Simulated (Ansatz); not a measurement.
# SiN (quartet): wave-function methods side by side at distance Si1–N2 = 3.468 Å, cc-pVDZ

Aim: climb from Hartree-Fock through coupled cluster and multireference methods for SiN (quartet) at one geometry and basis, and see what each rung misses.

The runs use Ansatz 0.2.0, Gaussian basis; cc-pVDZ, core rule «outside noble gas», up to 6 orbitals frozen.

To be run: UHF; CCSD(T) on ROHF; CCSD(T) on UHF; BCCD(T) on ROHF; CISD as a restricted active space (open shells left free, so some higher excitations enter); CCSDT(Q) on ROHF; CCSDT(Q) on UHF; CISDTQ; CCSDTQ on ROHF; CCSDTQ on UHF; CASSCF and MRCISD+Q, 5 electrons in 5 orbitals; CASSCF and NEVPT2, 5 electrons in 5 orbitals; CASSCF and MRCISD+Q, 9 electrons in 8 orbitals; CASSCF and MRCISD+Q(relaxed), 9 electrons in 8 orbitals; CASSCF and NEVPT2, 9 electrons in 8 orbitals; Full CI; Full CI in the symmetry of the determinant.

1 further run of the same task is left out (it didn't finish). Runs told in other sessions of the task aren't counted.

**1. What is computed**

The geometry derives from a PBE0/def2-TZVP stationary point (not a proven minimum). One bond is set to the value named and the two fragments are kept rigid.

2 atoms, charge 0, spin multiplicity 4.

Atoms are counted from 1 here; the program's logs count them from 0.

No contacts short enough for the rule that draws bonds.

**2. UHF**

in.yaml

```yaml
crystal:
  periodic: [false, false, false]
  atoms:
    - {symbol: Si, position_ang: [0.000000, 0.000000, 0.000000]}
    - {symbol: N, position_ang: [0.000000, 0.000000, 3.468000]}
basis:
  gaussian: {orbitals: cc-pVDZ}
magnetization: {spin_polarized: true, initial_magnetization: 3}
hamiltonian: {xc: hf}
output: {orbitals: {seedname: orbitals}}
```

The run is started by

```console
$ ansatz run in.yaml --threads 1 --pin off --events-out ev --progress --plain --max-ram 3328MiB --backend cpu
```

After this run come: CCSD(T) on ROHF; CCSD(T) on UHF; BCCD(T) on ROHF; CISD as a restricted active space (open shells left free, so some higher excitations enter); CCSDT(Q) on ROHF; CCSDT(Q) on UHF; CISDTQ; CCSDTQ on ROHF; CCSDTQ on UHF; CASSCF and MRCISD+Q, 5 electrons in 5 orbitals; CASSCF and NEVPT2, 5 electrons in 5 orbitals; CASSCF and MRCISD+Q, 9 electrons in 8 orbitals; CASSCF and MRCISD+Q(relaxed), 9 electrons in 8 orbitals; CASSCF and NEVPT2, 9 electrons in 8 orbitals; Full CI; Full CI in the symmetry of the determinant.

Q: Predict the results of all the runs planned. Wanted: FCI from the RHF energy; UMP2 from FCI; UCCSD(T) from FCI; UCCSDT(Q) from FCI; NEVPT2 pair from FCI; NEVPT2 valence from FCI; MRCISD+Q valence from FCI; T1 diagnostic; effectively unpaired electrons.

The runs gave:

```
                         quantity                                         value
          FCI from the ROHF energy                                    -5.9791 eV
                    UMP2 from FCI                                 +146.6 kJ/mol
                UCCSD(T) from FCI                                  +27.6 kJ/mol
               UCCSDT(Q) from FCI                                   -0.8 kJ/mol
             NEVPT2 pair from FCI                                  +95.0 kJ/mol
          NEVPT2 valence from FCI                                  +93.3 kJ/mol
        MRCISD+Q valence from FCI                                   -2.0 kJ/mol
levels within 1 kcal/mol (43 meV)  UCCSDT, UCCSDT(Q), UCCSDTQ, MRCISD+Q valence
                    T1 diagnostic                                         0.251
   effectively unpaired electrons                                          5.03
```

UCCSD(T) lands +27.6 kJ/mol from the yardstick (4.8 % of the correlation energy). UCCSDT(Q), UCCSDTQ, MRCISD+Q valence, MRCISD+Q(relaxed) valence fall below full CI: unrestricted runs freeze a spin-polarised core, another one than full CI's, and coupled cluster isn't variational. With 5.0 effectively unpaired electrons against 3 the state is strongly multireference. Of the multireference levels listed MRCISD+Q valence comes nearest in total energy (-2.0 kJ/mol), which doesn't show that its space is the better one. The lowest state has another symmetry than the determinant, whose own symmetry lies 0.01 eV higher, so single-reference misses include that gap. Coupled cluster took another determinant than the lowest Hartree-Fock one. These misses are within one basis, not against nature; the frozen cores of restricted and unrestricted runs differ, which can shift their rows.

Levels on UHF freeze UHF's core orbitals, full CI those of ROHF, so the U rows can settle a little off it for that reason alone.

With open shells the CI space here admits some higher excitations, so it is larger than plain CISD.
